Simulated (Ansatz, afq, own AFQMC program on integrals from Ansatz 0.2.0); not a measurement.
Where AFQMC and coupled cluster stand for Cl, doublet

A free Cl atom.

Basis cc-pVTZ. Only valence electrons are correlated. Ansatz 0.2.0 and our own AFQMC program on the same integrals; the CISD trial comes from CCSD amplitudes, and released means the phaseless constraint is let go. ± is one standard error of the sampling.

Determinant: UHF, the one that the program's search chose, which needn't be the lowest solution.

No full CI on the walks' own integrals is used here; CCSDTQ serves as the reference and is uncertain by about the last step of the cluster series.

Cautions: the ph-AFQMC/CISD walk drifts between its halves (2.1 errors).

The T1 diagnostic is 0.0070. The weight of the determinant in the CISD state is 0.932 and the ⟨S²⟩ of the determinant is 0.759. The size of the correlated space is 7 electrons in 29 orbitals.

```csv
level,correlation energy (eV)
MP2,-4.2974
CCSD,-4.9211
CCSD(T),-5.0715
```

Problem. Estimate where phaseless AFQMC with the Hartree–Fock trial lies against CCSD(T) on the same integrals.

Solution. 2.61 ± 0.48 mEh above CCSD(T).

Reference: CCSDTQ, correlation energy -5.093 eV. The released energy is read at 1.50 1/Eh (meV from the phaseless value at times in 1/Eh: -0.5 ± 1.6 at 0.24, -2.3 ± 1.6 at 0.50, -3.1 ± 1.1 at 1.00, -0.7 ± 1.4 at 1.50).

```tsv
level	E − E(reference) (mEh)	share of correlation (%)
CCSD(T)	0.79	99.58
CCSDT	0.16	99.92
CCSDT(Q)	0.01	100.00
ph-AFQMC/HF	3.40 ± 0.48	98.18
ph-AFQMC/CISD	0.17 ± 0.06	99.91
released AFQMC	0.14 ± 0.05	99.92
```

CCSDT and higher add their correlation energy to the determinant of the CCSD(T) run, since their own runs factorise the integrals more tightly (a shift of under 2 meV). A walk keeps the symmetry of its determinant, which the program's search chose and which needn't be the lowest solution, so a lower state of the same spin and another symmetry isn't excluded. Released energies are given only where the last usable release times agree within the noise; a slower fall can still hide under it.
